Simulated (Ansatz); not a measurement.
C6H8 can be A, `C=CCC#CC`, or B, `CC1C=CC=C1`.

Computed with Ansatz on PBE0-D4/def2-TZVP structures; ΔE is electronic, products minus reactants. CCSD(T)/CBS adds triple-zeta CCSD(T) − MP2 to the extrapolated MP2 energy (def2 sets, frozen cores). Functionals use def2-TZVPP. B3LYP here is the variant with VWN-RPA as its local correlation; programs differ in this. Each species was taken in one conformer, which may not be the lowest.

A:

```xyz
14

C     2.8562   -0.3676   -0.2704
C     1.6616   -0.7845    0.1182
C     0.7416   -0.0022    1.0100
C    -0.5738    0.1986    0.4172
C    -1.6527    0.3488   -0.0909
C    -2.9544    0.5373   -0.7028
H     3.2469    0.5984    0.0345
H     3.4871   -0.9748   -0.9087
H     1.2885   -1.7506   -0.2117
H     1.1956    0.9645    1.2505
H     0.6215   -0.5350    1.9622
H    -2.9620    0.1623   -1.7294
H    -3.7324    0.0086   -0.1465
H    -3.2238    1.5962   -0.7322
```

B:

```xyz
14

C     0.0536    0.5547   -1.7144
C     0.1571   -0.3962   -0.5245
C    -1.1076   -0.5359    0.2646
C    -0.8681   -0.2513    1.5529
C     0.5414    0.0991    1.7103
C     1.1474    0.0246    0.5165
H    -0.6960    0.2059   -2.4281
H     1.0093    0.6293   -2.2379
H    -0.2318    1.5538   -1.3788
H     0.4463   -1.3910   -0.9000
H    -2.0553   -0.8246   -0.1705
H    -1.5913   -0.2722    2.3581
H     1.0067    0.3737    2.6484
H     2.1882    0.2300    0.3033
```

Which isomer does CCSD(T)/CBS put lower? Give the gap. (Estimate.)

Ansatz gave: B, by 130.5 kJ/mol.

Give E(B) − E(A) in kJ/mol with B3LYP, B2PLYP, CCSD/def2-TZVPP, ωB97M-V, CCSD(T)/def2-TZVPP, r2SCAN-D4, PBE-D4. (An estimate is asked.)

Ansatz gave: B3LYP -110.5, B2PLYP -117.8, CCSD/def2-TZVPP -125.3, ωB97M-V -132.0, CCSD(T)/def2-TZVPP -130.2, r2SCAN-D4 -138.3, PBE-D4 -138.5. None reverses the order clearly.

Largest T1 diagnostic: 0.011.

In def2-TZVPP, CCSD(T) changes the Hartree–Fock value by −29.9 kJ/mol (the triples alone add −5.0 kJ/mol) and MP2 by −35.4 kJ/mol. The D4 term adds −10.9 kJ/mol with B3LYP and −5.5 kJ/mol with PBE0; it sums over pairs of atoms, weighted by their polarisabilities, and B3LYP, whose exchange is more repulsive, gets the larger term.
